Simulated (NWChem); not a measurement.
Program: NWChem. System: CH6Si, charge 0, spin multiplicity 1, at a geometry optimised with B3LYP/def2-SVP. The structure started from a generated list of species. Level: BHandHLYP/6-31G* (spherical d).

Part of the output:

```
             Northwest Computational Chemistry Package (NWChem) 7.3.0
             --------------------------------------------------------

                                NWChem Input Module
                                -------------------

 Scaling coordinates for geometry "geometry" by  1.889725989
 (inverse scale =  0.529177249)

 Turning off AUTOSYM since
 SYMMETRY directive was detected!

                             Geometry "geometry" -> ""
                             -------------------------

 Output coordinates in angstroms (scale by  1.889725989 to convert to a.u.)

  No.       Tag          Charge          X              Y              Z
 ---- ---------------- ---------- -------------- -------------- --------------
    1 Si                  14.0000     0.63724000     0.03631200     0.00000000
    2 C                    6.0000    -1.24835500    -0.07114500     0.00000000
    3 H                    1.0000     1.12366500     0.76403800     1.21045100
    4 H                    1.0000     1.12366500     0.76403800    -1.21045100
    5 H                    1.0000     1.24297700    -1.32914600     0.00000000
    6 H                    1.0000    -1.61124600    -0.60730500     0.89142800
    7 H                    1.0000    -1.61124600    -0.60730500    -0.89142800
    8 H                    1.0000    -1.69904600     0.93417900     0.00000000

 Effective nuclear repulsion energy (a.u.)      62.3589443183

            Nuclear Dipole moment (a.u.)
            ----------------------------
        X                 Y               Z
 ---------------- ---------------- ----------------
    -0.0000018897    -0.0000056692     0.0000000000

      Symmetry information
      --------------------

 Group name             Cs
 Group number              2
 Group order               2
 No. of unique centers     6

      Symmetry unique atoms

     1    2    3    5    6    8


 Summary of "ao basis" -> "" (spherical)
 ------------------------------------------------------------------------------
       Tag                 Description            Shells   Functions and Types
 ---------------- ------------------------------  ------  ---------------------
 *                           6-31g*                   on all atoms

                              NWChem Property Module
                              ----------------------

                                 NWChem DFT Module
                                 -----------------
[...]
     0   0 0 0     -0.000000    -13.000000    -13.000000     26.000000

     1   1 0 0     -0.294750     -0.147374     -0.147374     -0.000002
     1   0 1 0     -0.016800     -0.008397     -0.008397     -0.000006
     1   0 0 1     -0.000000     -0.000000     -0.000000      0.000000

     2   2 0 0    -17.182791    -57.130393    -57.130393     97.077995
     2   1 1 0     -0.008422     -2.310418     -2.310418      4.612414
     2   1 0 1      0.000000      0.000000      0.000000      0.000000
     2   0 2 0    -17.035540    -16.719247    -16.719247     16.402955
     2   0 1 1     -0.000000     -0.000000     -0.000000      0.000000
     2   0 0 2    -17.035014    -16.587525    -16.587525     16.140036

 *** CALLING NEW AORESP DRIVER FOR CLOSED AND OPEN SHELLS ***
 Entering AOResponse driver routine

--------------------------------------------------------------------------------

          ****************
          *** RESPONSE ***
          ****************

 Response module for NWChem and dynamic CPKS solver

          -----------------------------------------------
          Solving response equations for perturbing field
          -----------------------------------------------

 number of frequencies:     1
 frequency in a.u.:  0.0000000E+00
 Perturbing field: electric
 Using El. Dipole Length Gauge

 Setting up CPKS with frequency omega =      0.00000000 a.u.

 STATIC response

                                NWChem CPHF Module
                                ------------------

  scftype          =     RHF
  nclosed          =       13
  nopen            =        0
  variables        =      403
  # of vectors     =        3
  tolerance        = 0.10D-03
  level shift      = 0.00D+00
  max iterations   =       50
  max subspace     =       30

  int2e_file: Failed to allocate cache ... halving
 SCF residual:    2.9534710476561818E-005

Iterative solution of linear equations
  No. of variables      403
  No. of equations        3
  Maximum subspace       30
        Iterations       50
       Convergence  1.0D-04

   iter   nsub   residual    time
   ----  ------  --------  ---------
     1      3    7.85D-01       5.1
     2      6    4.57D-01       6.7
     3      9    1.40D-01       8.3
     4     12    1.96D-02       9.9
     5     15    3.07D-03      11.5
     6     18    2.28D-04      13.1
     7     21    1.45D-05      14.8

 Electric Dipole Response Matrix (nonzero elements):

              1        2        3
    1   35.0092   0.2113   0.0000
    2    0.2113  31.3126   0.0000
    3    0.0000   0.0000  31.3004

 ------------------------------------------
 average:        32.54071 + I       0.00000

 DFT Linear Response polarizability / au
 Frequency  =       0.0000000 / au
 Wavelength = -999999.0000000 / nm
              X              Y              Z
 -----------------------------------------------
 X      35.0091672      0.2113393      0.0000000
 Y       0.2113393     31.3125581      0.0000000
 Z       0.0000000      0.0000000     31.3004187
 -----------------------------------------------
 Eigenvalues =      35.0212105     31.3005149     31.3004187
 Isotropic   =      32.5407147
 Anisotropic =       3.7207437
 -----------------------------------------------

 Magnetic Dipole Response Matrix (nonzero elements):
 Optical rotation tensor Beta

 *** static G'=0. Use GPRIME input with finite omega
 *** or better ORBETA without GPRIME for small or zero freq.

 zero matrix

 ------------------------------------------
 average:         0.00000 + I       0.00000

 Exiting AOResponse driver routine

          -------------
          Dipole Moment
          -------------

 Center of charge (in au) is the expansion point
         X =      -0.0000001 Y =      -0.0000002 Z =       0.0000000

   Dipole moment        0.2952287807 A.U.
             DMX       -0.2947504052 DMXEFC        0.0000000000
             DMY       -0.0167997489 DMYEFC        0.0000000000
             DMZ       -0.0000000009 DMZEFC        0.0000000000
   -EFC- dipole         0.0000000000 A.U.
   Total dipole         0.2952287807 A.U.

   Dipole moment        0.7504023825 Debye(s)
             DMX       -0.7491864642 DMXEFC        0.0000000000
             DMY       -0.0427010253 DMYEFC        0.0000000000
             DMZ       -0.0000000024 DMZEFC        0.0000000000
   -EFC- dipole         0.0000000000 DEBYE(S)
   Total dipole         0.7504023825 DEBYE(S)

 1 a.u. = 2.541766 Debyes

 Task  times  cpu:       14.8s     wall:       14.8s

 Total times  cpu:       14.9s     wall:       14.9s
```

Task: Write an NWChem input that would produce this output.

Result: Several could match; the one computed here: 
```
start mol
memory heap 200 mb stack 900 mb global 1100 mb
geometry units angstroms nocenter noautoz
  Si     0.637240     0.036312     0.000000
  C     -1.248355    -0.071145     0.000000
  H      1.123665     0.764038     1.210451
  H      1.123665     0.764038    -1.210451
  H      1.242977    -1.329146     0.000000
  H     -1.611246    -0.607305     0.891428
  H     -1.611246    -0.607305    -0.891428
  H     -1.699046     0.934179     0.000000
  symmetry group Cs
end
basis spherical
  * library 6-31g*
end
dft
  xc bhlyp
  semidirect memsize 60000000 filesize 0
  iterations 100
end
property
  dipole
  response 1 0.0
end
task dft property
```
